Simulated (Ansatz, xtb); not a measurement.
## C2H4B: which of two structures lies lower

Structure X: `[BH]C=C`, a doublet. Structure Y: a doublet given by its coordinates. Both are isolated molecules in the gas phase, relaxed with PBE0-D3(BJ)/def2-SVP; the shapes shown needn't be the lowest conformers.

X (Å):

| atom | x (Å) | y (Å) | z (Å) |
| --- | --- | --- | --- |
| C | -0.7699 | -0.4404 | -0.1943 |
| C | -1.4119 | 0.7659 | -0.4268 |
| B | -0.8731 | -1.7766 | -0.7052 |
| H | -0.8812 | -2.9079 | -1.0666 |
| H | 0.0346 | -0.4337 | 0.5684 |
| H | -2.2163 | 0.8523 | -1.1603 |
| H | -1.1311 | 1.6685 | 0.1185 |

Y (Å):

```xyz
7

C    -2.2004   -1.7483   -0.0668
C    -0.4194    0.4689   -0.6257
B    -1.3701   -0.7010   -0.3415
H    -2.8580   -2.5772    0.1479
H     0.0349    0.4051   -1.6262
H     0.4033    0.4384    0.1098
H    -0.9163    1.4452   -0.5176
```

Close contacts (Å): C1–B3 1.36, C2–B3 1.53, C1–H4 1.08, C2–H5 1.10, C2–H6 1.10, C2–H7 1.10.

Q: Estimate which is lower in electronic energy at CCSD(T)/def2-TZVP, and by roughly how much.

A: The CCSD(T)/def2-TZVP calculation puts structure Y lower, by 16.5 kJ/mol.

The same difference at several levels:

| level | geometry | E(Y) − E(X) (kJ/mol) | departure from the last row (kJ/mol) | job, with rough time for the two |
| --- | --- | --- | --- | --- |
| GFN2-xTB | GFN2-xTB | +34.7 | +51.2 | optimisation, 0.092 s |
| HF/STO-3G | GFN2-xTB | −1.9 | +14.7 | single point, 0.42 s |
| r2SCAN-D4/def2-SVP | GFN2-xTB | −7.6 | +8.9 | single point, 8.4 s |
| PBE0-D3(BJ)/def2-SVP | PBE0-D3(BJ)/def2-SVP | −8.8 | +7.8 | optimisation, 82 s |
| HF/def2-TZVP | PBE0-D3(BJ)/def2-SVP | −8.7 | +7.8 | part of the CCSD(T) run |
| MP2/def2-TZVP | PBE0-D3(BJ)/def2-SVP | −33.1 | −16.6 | part of the CCSD(T) run |
| CCSD(T)/def2-TZVP | PBE0-D3(BJ)/def2-SVP | −16.5 |  | single point, 67 s |

GFN2-xTB puts the two in the other order. HF/STO-3G finds them nearly level. The largest departure from CCSD(T)/def2-TZVP is that of GFN2-xTB, 51.2 kJ/mol.

With harmonic frequencies from PBE0-D3(BJ)/def2-SVP (ideal gas, rigid rotor, one conformer each, 298.15 K, 1 atm): on the last row, ΔE + ΔZPE = −10.7, ΔH = −11.4, ΔG = −8.9 kJ/mol.

Open shells are spin-unrestricted, with notable spin contamination under HF/STO-3G, HF/def2-TZVP, MP2/def2-TZVP, CCSD(T)/def2-TZVP. The correlated steps freeze 3 core orbitals. Run with Ansatz 0.2.0, xtb 6.7.1; the last row on 1 thread of Arm Neoverse V1 on a shared host.
